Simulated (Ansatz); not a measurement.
A trace of molecular dynamics of AlH4NO (7 atoms, charge 0, multiplicity 1).

These are results of Ansatz 0.2.0, RKS PBE-D4/def2-SVP, not measurements.

* ensemble: NVE (velocity Verlet)
* starting velocities drawn for: 100 K
* seed: 9168

```
time (fs)  T (K)  potential energy less start (eV)  conserved less start (meV/atom)
      0.0    100                             0.000                             0.00
      4.0     87                             0.008                             0.02
      8.0     82                             0.012                             0.06
     12.0    165                            -0.041                             0.10
     16.0    593                            -0.317                             0.14
     20.0   1818                            -1.110                             0.03
     24.0   3163                            -1.981                            -0.25
     28.0   3078                            -1.926                            -0.15
     32.0   2286                            -1.413                            -0.02
     36.0   1842                            -1.126                            -0.05
     40.0   1418                            -0.853                            -0.15
     44.0    899                            -0.515                             0.26
     48.0   2379                            -1.476                            -0.41
     52.0   2181                            -1.346                            -0.06
     56.0   1872                            -1.145                             0.04
     60.0   2377                            -1.472                            -0.04
     64.0   2655                            -1.653                            -0.33
     68.0   1781                            -1.086                             0.08
     72.0   2021                            -1.242                            -0.15
     76.0   1836                            -1.122                             0.02
     80.0   2233                            -1.379                             0.00
     84.0   2925                            -1.827                            -0.24
     88.0   2253                            -1.391                             0.06
     92.0   1623                            -0.985                            -0.02
     96.0   1158                            -0.683                             0.09
    100.0   1748                            -1.065                             0.02
```

Task: Is this trajectory sound?

Result: The conserved energy stayed within 0.41 meV per atom of its start (net change 0.021 meV per atom), so the integration is sound. The system heated up, since it started high on the potential surface and ran downhill. A run of 0.1 ps of so small a system gives no equilibrium averages. The orbitals stay closed-shell, which can raise the energy where a bond breaks towards radicals; this wasn't checked here. The time step was 0.5 fs.

Run time: 5.7 min on 1 thread of Intel(R) Xeon(R) Platinum 8259CL CPU @ 2.50GHz (Skylake/Cascade Lake), on a shared host, peak memory 0.14 GiB.
